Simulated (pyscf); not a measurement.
## Concerted two-bond exchange: `[CH3][SiH]([Cl])[Cl]` → `[CH3][SiH]([Cl])[Cl]`

Gas phase, singlet surface, charge 0. Bonds broken: C1–H5, Si2–H8. Bonds formed: C1–H8, Si2–H5. PySCF, gas phase, ωB97X-D3(BJ)/def2-SVP geometries. MP2 and CC: frozen core, UHF for open shells. ΔMP2 is the change of the MP2 total energy from the triple- to the quadruple-zeta basis.

Transition state (Å):

```xyz
8

C      0.3120     0.5828    -0.4527
Si    -1.2543    -0.3409    -0.4876
Cl    -1.2633    -2.3535    -0.9890
Cl    -3.0350     0.6173    -0.0264
H     -0.8293    -0.5778     1.0246
H      0.3698     1.6523    -0.1930
H      1.2841     0.1207    -0.6894
H     -1.2058     0.1743    -1.9896
```

One imaginary mode, 992i cm⁻¹; descent along it reached the two sides named.

| bond | change | reactant side (Å) | saddle | product side |
|---|---|---|---|---|
| C1–H5 | breaks | 1.101 | 2.198 | 2.8 |
| Si2–H8 | breaks | 1.480 | 1.589 | 2.459 |
| C1–H8 | forms | 2.8 | 2.198 | 1.101 |
| Si2–H5 | forms | 2.459 | 1.589 | 1.480 |

Electronic energies relative to the reactant's lowest minimum found (kJ/mol):

```csv
level,barrier,reaction energy,reverse barrier
ωB97X-D3(BJ)/def2-TZVP,493.9,0.0,493.9
PBE/def2-TZVP,438.1,0.0,438.1
r²SCAN/def2-TZVP,456.9,0.0,456.9
B3LYP-D3(BJ)/def2-TZVP,461.2,0.0,461.2
PBE0-D3(BJ)/def2-TZVP,474.9,0.0,474.9
M06-2X/def2-TZVP,496.6,0.0,496.6
ωB97M-D3(BJ)/def2-TZVP,485.6,0.0,485.6
HF/def2-TZVP,505.0,0.0,505.0
MP2/def2-QZVPP,523.8,0.0,523.8
CCSD/def2-TZVPP,498.6,0.0,498.6
CCSD(T)/def2-TZVPP,488.9,0.0,488.9
CCSD(T)/def2-TZVPP + ΔMP2(QZVPP),487.4,0.0,487.4
```

With CCSD(T)/def2-TZVPP + ΔMP2(QZVPP) energies and thermal terms (ideal gas, 1 atm, RRHO with modes under 100 cm⁻¹ raised to 100, one conformer, R ln 2 for chiral ones without a mode under 150 cm⁻¹), in kJ/mol:

```tsv
T (K)	ΔH‡	ΔG‡	ΔH	ΔG
298	467.1	469.4	0.0	0.0
600	467.0	471.8	0.0	0.0
900	467.0	474.2	0.0	0.0
1200	466.6	476.7	0.0	0.0
```

The same reactants have a lower exit, to H₂C=Si(Cl)–Cl + H₂ (barrier +387.5 kJ/mol at ωB97M-D3(BJ)/def2-TZVP, against +485.6 kJ/mol here). One saddle was located; it need not be the lowest between these sides. One closed-shell reference is unstable to symmetry breaking; treat the single-reference values with care. The CCSD(T) − MP2 part came from Ansatz, without density fitting, on the same reference.
